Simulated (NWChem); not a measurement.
## Converging the integration grid for C2H4Si (ethynylsilane)

The species is C2H4Si (7 atoms), meant as a singlet with charge 0. SMILES: `C#C[SiH3]`. Geometry: relaxed at PBE0-D4/def2-TZVP.

```tsv
atom	x (Å)	y (Å)	z (Å)
C	-0.5807	-1.8714	0.1722
C	-0.2185	-0.7265	0.0624
Si	0.3298	1.0043	-0.1038
H	-0.9010	-2.8835	0.2693
H	-0.0945	1.5283	-1.4250
H	-0.2817	1.8181	0.9749
H	1.8079	1.0629	0.0044
```

Program: NWChem 7.3.0. Method: TDA-PBE0/6-311+G**. Swept: integration grid. Watched: the lowest singlet excitation energy. Each run: excited states. Hardware: 1 thread of Intel Xeon 6975P-C (Granite Rapids), shared host.

The last row is the best point of the sweep, not the limit.

Q: The candidates, from coarse to fine: lebedev 20 3; lebedev 35 6; lebedev 50 8; lebedev 75 11; lebedev 99 14; lebedev 150 18. Estimate which is the coarsest that holds the lowest singlet excitation energy within 0.05 eV of the last.

A: lebedev 35 6: it is 0.0003 eV off and takes 45 s, against 3.5 min for lebedev 150 18.

```
integration grid  value (eV)  from the best (eV)  wall time
    lebedev 20 3      5.9189             -0.2067       44 s
    lebedev 35 6      6.1253             -0.0003       45 s
    lebedev 50 8      6.1256              0.0000       53 s
   lebedev 75 11      6.1256              0.0000       64 s
   lebedev 99 14      6.1256              0.0000       91 s
  lebedev 150 18      6.1256              0.0000    3.5 min
```
